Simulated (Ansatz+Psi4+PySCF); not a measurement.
## doublet C₂H₂N: levels of theory in one basis

```xyz
5

C     1.1821   -0.0637    0.0862
C    -0.2728    0.0147   -0.0199
N    -1.4463    0.0779   -0.1054
H     1.6269    0.9106   -0.1247
H     1.4691   -0.3712    1.0935
```

Basis set: cc-pVTZ (spherical functions). Left uncorrelated: 3 orbitals. Correlation on ROHF uses semicanonical orbitals with singles. Charge 0, multiplicity 2.

Computed with Ansatz (development build ahead of 0.2.0) and Psi4 1.11; each method stands on the lowest determinant of its kind that the runs found.

```csv
method,E − E(ROHF) (eV),<S²> of the determinant
ROHF,0.00,0.75
UHF,-0.28,0.94
UHF-MP2,-12.82,0.94
```

(1) What does ROHF-MP2 give on the same scale?

Answers

(1) -13.24 eV.

Caution for UHF, UHF-MP2: the unrestricted determinant is spin contaminated.
